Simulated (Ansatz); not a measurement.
Born–Oppenheimer molecular dynamics of CH3AlB (6 atoms, charge 0, multiplicity 2). It starts from a relaxed structure.

Method: UHF/def2-SVP in Ansatz 0.2.0.

| Item | Value |
| --- | --- |
| ensemble | NVE (velocity Verlet) |
| time step | 0.5 fs |
| steps asked | 250 |
| starting velocities drawn for | 300 K |
| seed | 912917 |

First frame:

```xyz
6
Properties=species:S:1:pos:R:3
C 0.582 -0.126 -1.242
B -0.024 0.133 0.010
Al -0.925 0.733 1.790
H 0.879 -1.123 -1.550
H 0.782 0.664 -1.960
H -1.294 -0.281 2.951
```

What does the run give?

All steps were run.

```yaml
steps_done: 250
time_covered: 125 fs
mean_temperature_over_the_second_half: 167 K
spread_of_the_potential_energy_over_the_second_half: 3.2 meV per atom
mean_potential_energy_of_the_second_half_above_the_start: 11.5 meV per atom
```

The conserved energy stayed within 0.09 meV per atom of its start (net change 0.033 meV per atom), so the integration is sound. Over the second half the temperature averaged 0.56 of the 300 K drawn at the start: a run that starts near a minimum puts about half its kinetic energy into the potential. A run of 0.12 ps of so small a system gives no equilibrium averages.

What happens to the structure?

The same pairs are bonded in the first frame and the last. Pairs count as bonded within 1.25 times the sum of covalent radii (0.12 Å more for H–H). Another seed would give other details.

How do temperature and energy run in time?


| time (fs) | T (K) | potential energy less start (eV) | conserved less start (meV/atom) |
| --- | --- | --- | --- |
| 0 | 300 | 0.000 | 0.00 |
| 6 | 152 | 0.077 | 0.06 |
| 12 | 185 | 0.060 | 0.05 |
| 18 | 119 | 0.094 | 0.07 |
| 24 | 175 | 0.065 | 0.03 |
| 30 | 111 | 0.098 | 0.04 |
| 36 | 115 | 0.096 | 0.04 |
| 42 | 140 | 0.083 | 0.05 |
| 48 | 73 | 0.118 | 0.07 |
| 54 | 116 | 0.095 | 0.03 |
| 60 | 102 | 0.102 | 0.04 |
| 66 | 219 | 0.042 | 0.01 |
| 72 | 146 | 0.080 | 0.06 |
| 78 | 200 | 0.052 | 0.05 |
| 84 | 130 | 0.088 | 0.08 |
| 90 | 212 | 0.046 | 0.02 |
| 96 | 137 | 0.084 | 0.04 |
| 102 | 222 | 0.040 | 0.01 |
| 108 | 124 | 0.091 | 0.07 |
| 114 | 184 | 0.060 | 0.05 |
| 120 | 105 | 0.101 | 0.06 |

Time of the run: 2.5 min on 1 thread of Arm Neoverse V2, on a shared host, peak memory 0.12 GiB.
